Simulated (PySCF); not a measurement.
# C2H5F: the cost of one run

Method: levels as typed in each script, gas phase, geometry from GFN2-xTB; program: PySCF 2.14.0.

**1. Where the work starts**

SMILES `F.C=C`, 8 atoms, charge 0, spin multiplicity 1.

Bond lengths: F1–H2 0.951 Å, C3–C4 1.323 Å, C3–H5 1.080 Å, C3–H6 1.079 Å, C4–H7 1.078 Å, C4–H8 1.079 Å. Angles: C4–C3–H5 122.0°, C4–C3–H6 122.0°, H5–C3–H6 116.0°, C3–C4–H7 122.0°, C3–C4–H8 122.0°, H7–C4–H8 116.0°.

As a file:

```
F     1.81623    0.08391   -0.00004
H     0.87153   -0.02265   -0.00009
C    -0.94300   -0.69375   -0.00007
C    -1.20366    0.60342   -0.00007
H    -0.85170   -1.25843    0.91554
H    -0.85226   -1.25867   -0.91474
H    -1.31709    1.16315   -0.91428
H    -1.31653    1.16338    0.91476
```

**2. Binding of the two fragments (r2SCAN/6-31+g*)**

Input file input.py:

```python
import numpy as np
from pyscf import gto, scf, dft
from pyscf.scf import atom_ks, atom_hf
from scipy.linalg import block_diag
from pyscf.dispersion import dftd3

def solve(mol, dm0=None, hcore=None):
    mf = (dft.UKS if mol.spin else dft.RKS)(mol, xc='r2scan')
    mf.grids.level = 3
    mf = mf.density_fit(auxbasis='def2-universal-jkfit')
    mf.conv_tol, mf.max_cycle = 1e-8, 80
    if hcore is not None:
        mf.get_hcore = lambda *args: hcore
    mf.kernel(dm0)
    if not mf.converged:
        mf = mf.newton().run(mf.mo_coeff, mf.mo_occ, max_cycle=30)
    assert mf.converged, 'SCF not converged'
    return mf

mol = gto.M(atom='''
F      1.81623     0.08391    -0.00004
H      0.87153    -0.02265    -0.00009
C     -0.94300    -0.69375    -0.00007
C     -1.20366     0.60342    -0.00007
H     -0.85170    -1.25843     0.91554
H     -0.85226    -1.25867    -0.91474
H     -1.31709     1.16315    -0.91428
H     -1.31653     1.16338     0.91476
''', basis='6-31+g*', charge=0, spin=0, verbose=4)
mol_a = gto.M(atom='''
F      1.81623     0.08391    -0.00004
H      0.87153    -0.02265    -0.00009
ghost-C     -0.94300    -0.69375    -0.00007
ghost-C     -1.20366     0.60342    -0.00007
ghost-H     -0.85170    -1.25843     0.91554
ghost-H     -0.85226    -1.25867    -0.91474
ghost-H     -1.31709     1.16315    -0.91428
ghost-H     -1.31653     1.16338     0.91476
''', basis='6-31+g*', charge=0, spin=0, verbose=4)
mol_b = gto.M(atom='''
ghost-F      1.81623     0.08391    -0.00004
ghost-H      0.87153    -0.02265    -0.00009
C     -0.94300    -0.69375    -0.00007
C     -1.20366     0.60342    -0.00007
H     -0.85170    -1.25843     0.91554
H     -0.85226    -1.25867    -0.91474
H     -1.31709     1.16315    -0.91428
H     -1.31653     1.16338     0.91476
''', basis='6-31+g*', charge=0, spin=0, verbose=4)
ab, a, b = solve(mol), solve(mol_a), solve(mol_b)
e_int = ab.e_tot - a.e_tot - b.e_tot
print('counterpoise-corrected interaction energy / kcal/mol', e_int * 627.5095)
def disp(atoms, charge):
    m = gto.M(atom=atoms, charge=charge, basis='sto-3g', spin=None, unit='Bohr', verbose=0)
    return dftd3.DFTD3Dispersion(m, xc='r2scan', version='d3bj').get_dispersion()['energy']
e_disp = disp(mol._atom, mol.charge) - disp(mol._atom[:2], mol_a.charge) - disp(mol._atom[2:], mol_b.charge)
print('D3(BJ) part / kcal/mol', e_disp * 627.5095)
# spherically averaged free atoms, for the promolecule
atm = atom_ks.get_atm_nrks(mol, xc='r2scan')
pro = block_diag(*[(atm[a[0]][2] * atm[a[0]][3]) @ atm[a[0]][2].T for a in mol._atom])
np.savez('result.npz', e_int=e_int, e_disp=e_disp, dm_a=a.make_rdm1(), dm_b=b.make_rdm1(), c=ab.mo_coeff, occ=ab.mo_occ, eps=ab.mo_energy, pro=pro, d=[f.dip_moment(verbose=0) for f in (ab, a, b)])
```

Run with:

```bash
$ OMP_NUM_THREADS=1 python input.py
```

**Question.** How long does this run take on 1 thread of Intel Xeon Platinum 8559C (Emerald Rapids), shared host, and how much memory does it need?

About 15 s, with a peak of 0.34 GiB.
